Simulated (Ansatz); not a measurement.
1T (CdI2-type) SnS₂ was calculated with rVV10 in Ansatz (PAW).

Rigid layers of the crystal as relaxed at this level are moved apart or together:

| run | k mesh | layer repeat (Å) | energy against free layers (meV/Å²) | gap on the mesh (eV) |
|---|---|---|---|---|
| 1 | 12×12×6 | 5.6 | -20.25 | 0.754 |
| 2 | 12×12×6 | 5.75 | -21.35 | 0.915 |
| 3 | 12×12×6 | 5.9 | -21.43 | 1.074 |
| 4 | 12×12×6 | 6.1 | -20.48 | 1.246 |
| 5 | 12×12×6 | 6.4 | -17.89 | 1.361 |
| 6 | 12×12×6 | 6.9 | -12.98 | 1.381 |
| 7 | 12×12×4 | 7.9 | -6.26 | 1.418 |
| 8 | 12×12×4 | 9.9 | -1.81 | 1.436 |

The lowest energy of these points lies at a layer repeat of 5.90 Å.

Spin–orbit coupling is not included.

Ansatz is a quantum-chemistry and plane-wave program.
